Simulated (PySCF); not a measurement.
This PySCF input asks for the NMR shieldings of Boron monofluoride ([B]F, BF); the geometry comes from PBE0-D3(BJ)/def2-SVP.

```python
import basis_set_exchange as bse
import numpy as np
from pyscf import gto, dft
from pyscf.prop import nmr

atoms = """
B     0.634136   -0.007359   -0.003860
F    -0.628616    0.009899   -0.024440
"""
names = dict.fromkeys(["B", "F"], "pcSseg-2")
basis = {el: gto.basis.parse(bse.get_basis(n, elements=[el], fmt="nwchem")) for el, n in names.items()}
mol = gto.M(atom=atoms, basis=basis, charge=0, verbose=0)
mf = dft.RKS(mol, xc="B3LYP")
mf.grids.level = 2
mf.grids.alignment = dft.numint.BLKSIZE   # the property module wants whole blocks of grid points
mf.conv_tol = 1e-9
mf.kernel()

calc = nmr.RKS(mf)   # GIAO
C = mf.mo_coeff
Co = C[:, mf.mo_occ > 0]
resp = mf.gen_response(singlet=True, hermi=2)
def vind(x):   # induced exchange potential for any number of trial vectors
    d = np.einsum("pi,xij,qj->xpq", C, 2 * x.reshape(-1, C.shape[1], Co.shape[1]), Co, optimize=True)
    return np.einsum("xpq,pi,qj->xij", resp(d - d.transpose(0, 2, 1)), C, Co, optimize=True).ravel()
mo1, _ = nmr.rhf.solve_mo1(calc, with_cphf=vind)
sigma = calc.kernel(mo1)
for i, s in enumerate(sigma):   # ppm
    w = np.linalg.eigvalsh((s + s.T) / 2)
    print("%2d %-2s iso %8.1f  s11 %8.1f  s22 %8.1f  s33 %8.1f" % (i, mol.atom_pure_symbol(i), w.mean(), *w))
```

**Question.** What are the results?

**Answer.** 
```
 0 B  iso     67.7  s11     -3.7  s22     -3.7  s33    210.5
 1 F  iso     87.2  s11   -111.1  s22   -111.1  s33    483.7
```

These numbers come from an equivalent density-fitted implementation of the same equations, which agrees with the script to about 0.01 ppm for H and up to a few tenths of a ppm for heavy atoms, so last digits may differ.

**Question.** Turn these shieldings into chemical shifts. Chemical shifts δ = σref − σ; 11B (σ = 96.39 ppm) vs BF3·OEt2; CFCl3 for 19F (σ = 169.74 ppm), all at this level.

**Answer.** Averaging equivalent atoms: B 0: 28.7; F 1: 82.6 ppm. Unscaled 19F shifts against computed CFCl3 carry errors that often reach 10 to 50 ppm.

Size and cost of the density-fitted run: 72 basis functions, 0.6 s wall time on 1 thread of an x86-64 server CPU, shared host.
